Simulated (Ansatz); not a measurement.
System: B20 (FeSi-type) FeSi. Method: r²SCAN (plane waves, PAW; Ansatz, a first-principles code).

Numerical settings: plane-wave cutoff 500 eV, 10×10×10 k mesh, Fermi–Dirac smearing 0.05 eV, no spin polarisation, scalar-relativistic PAW data made under PBE.

Cell (relaxed at this level):

```cif
data_Fe4Si4
_chemical_formula_sum 'Fe4 Si4'
_space_group_name_H-M_alt 'P 1'
_space_group_IT_number 1
_cell_length_a 4.40257
_cell_length_b 4.40257
_cell_length_c 4.40257
_cell_angle_alpha 90.000
_cell_angle_beta 90.000
_cell_angle_gamma 90.000
loop_
_space_group_symop_operation_xyz
  'x, y, z'
loop_
_atom_site_label
_atom_site_type_symbol
_atom_site_fract_x
_atom_site_fract_y
_atom_site_fract_z
_atom_site_occupancy
Fe1 Fe 0.86317 0.63683 0.36317 1
Fe2 Fe 0.63683 0.36317 0.86317 1
Fe3 Fe 0.36317 0.86317 0.63683 1
Fe4 Fe 0.13683 0.13683 0.13683 1
Si1 Si 0.15875 0.34125 0.65875 1
Si2 Si 0.34125 0.65875 0.15875 1
Si3 Si 0.65875 0.15875 0.34125 1
Si4 Si 0.84125 0.84125 0.84125 1
```

What does this level give for the band gap?


* **band gap**: 0.33 eV (on the SCF k mesh)

Measured, for comparison: band gap 0.05 eV (temperature not stated, no zero-point or thermal correction, indirect, transport; lower end of the printed range; as tabulated in Tomczak (2018), arXiv:1802.07220). Computed (rounded) less measured: band gap +0.28 eV.

Computed values are for the static lattice.

The result took about 2.7 core-minutes (a rough figure).
